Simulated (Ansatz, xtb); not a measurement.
System: thioethanol, C2H6S, net charge 0, singlet state. 
Structure (B3LYP-D3(BJ)/def2-TZVP (Ansatz, a first-principles code) minimum search):
```
C
H 1 1.0895
H 1 1.0895 2 108.66
C 1 1.5216 2 110.62 3 -121.62
H 4 1.0912 1 111.13 2 -59.55
H 4 1.0912 5 108.12 1 122.21
H 4 1.0914 5 108.11 6 116.82
S 1 1.8346 2 108.91 3 118.50
H 8 1.3430 1 97.16 2 -59.17
```

Harmonic wavenumbers from GFN2-xTB (xtb, at its own minimum), cm⁻¹: 150, 219, 288, 681, 802, 825, 1024, 1027, 1101, 1226, 1253, 1408, 1453, 1485, 1495, 2435, 2977, 2985, 3030, 3039, 3043.

### Question
Give the harmonic wavenumbers at B3LYP-D3(BJ)/def2-TZVP (Ansatz, finite differences of forces, unscaled).

### Answer
181, 252, 305, 665, 795, 864, 994, 1045, 1113, 1271, 1301, 1417, 1493, 1494, 1504, 2672, 3037, 3057, 3090, 3100, 3115 cm⁻¹. Zero-point energy 46.8 kcal/mol.

### Question
From these and the geometry, give the ideal-gas thermochemistry at 298.15 K and 1 atm (rigid rotor, harmonic oscillator).

### Answer
Point group Cs, rotational symmetry number 1. Rotational constants 28.71, 5.43, 4.842 GHz. S(trans) 38.30, S(rot) 23.57, S(vib) 6.50, S(elec, spin only) 0.00, S 68.4 cal/(mol K). H(298) - H(0) 3.56 kcal/mol; G - E(el) 30.0 kcal/mol. Tabulated S at 1 bar: 70.8 cal/(mol K) (CRC Handbook, as tabulated in the package chemicals); it can hold hindered rotation or other conformers, which this model lacks.
